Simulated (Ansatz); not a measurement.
# AlClH3: the cost of one run

All numbers below are computed with Ansatz 0.2.0 (UKS PBE-D4/def2-SVP).

## (1) The structure to begin with

Bond lengths: Al1–H2 1.810 Å, Al1–H3 1.560 Å, Al1–H4 1.560 Å. Angles: H2–Al1–H3 120.0°, H2–Al1–H4 120.0°, H3–Al1–H4 120.0°.

Coordinates:

```xyz
5

Al    0.0000    0.0000    0.0000
H     0.0000    0.0000    1.8100
H     1.3510    0.0000   -0.7800
H    -1.3510    0.0000   -0.7800
Cl    0.0000    0.0000    3.4800
```

## (2) Pulling towards end A

Springs on the bonds that form and break draw the guess towards this end; the thresholds are loose.

Input file input.yaml:

```yaml
crystal:
  periodic: [false, false, false]
  atoms:
    - { symbol: Al, position_ang: [0.0, 0.0, 0.0] }
    - { symbol: H, position_ang: [0.0, 0.0, 1.81] }
    - { symbol: H, position_ang: [1.351, 0.0, -0.78] }
    - { symbol: H, position_ang: [-1.351, 0.0, -0.78] }
    - { symbol: Cl, position_ang: [0.0, 0.0, 3.48] }
magnetization:
  spin_polarized: true
  initial_magnetization: 1
basis:
  gaussian: { orbitals: def2-SVP }
hamiltonian:
  xc: pbe
  dispersion: d4
relax:
  f_tol: 0.15
  max_steps: 25
  restrain:
    - { distance: [1, 4], at: 2.57, k: 30.0 }
    - { distance: [0, 1], at: 1.56, k: 30.0 }
```

On the command line:

```bash
> ansatz run input.yaml --threads 1 --pin off --max-ram 2048MiB --backend cpu --events-out ev --progress --plain --runs-dir out
```

Q: Estimate wall time and peak memory on 1 thread of Intel Xeon Platinum 8375C at 2.90GHz (Ice Lake), shared host.

About 17 s, with a peak of 0.15 GiB.
